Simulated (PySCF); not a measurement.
SO(OH)2 (singlet). Computed with PBE0/[S def2-TZVP, O def2-TZVP, H def2-TZVP], no relativity, density fitting, PySCF.

Harmonic bands of its minimum:

```json
{"ω (cm⁻¹)": "153", "IR (km/mol)": "23.4"}
{"ω (cm⁻¹)": "347", "IR (km/mol)": "32.5"}
{"ω (cm⁻¹)": "436", "IR (km/mol)": "126"}
{"ω (cm⁻¹)": "461", "IR (km/mol)": "60.4"}
{"ω (cm⁻¹)": "500", "IR (km/mol)": "17.3"}
{"ω (cm⁻¹)": "806", "IR (km/mol)": "367"}
{"ω (cm⁻¹)": "808", "IR (km/mol)": "147"}
{"ω (cm⁻¹)": "1069", "IR (km/mol)": "53.9"}
{"ω (cm⁻¹)": "1110", "IR (km/mol)": "5.8"}
{"ω (cm⁻¹)": "1272", "IR (km/mol)": "191"}
{"ω (cm⁻¹)": "3739", "IR (km/mol)": "39.6"}
{"ω (cm⁻¹)": "3743", "IR (km/mol)": "104"}
```

Q: The central atom is S. Infer the point group and assign the bands.

A: Cs. The modes span 5a'' + 7a': 153 a'', 347 a', 436 a', 461 a'', 500 a', 806 a'', 808 a', 1069 a'', 1110 a', 1272 a', 3739 a'', 3743 a'. The computed geometry has O–H 0.971 Å (×2), S–O 1.452 Å, S–O 1.615 Å (×2); H–O–S 108.3° (×2), O–S–O 100.9°, O–S–O 105.6° (×2).

Only a few start shapes were tried, so a lower isomer may exist.
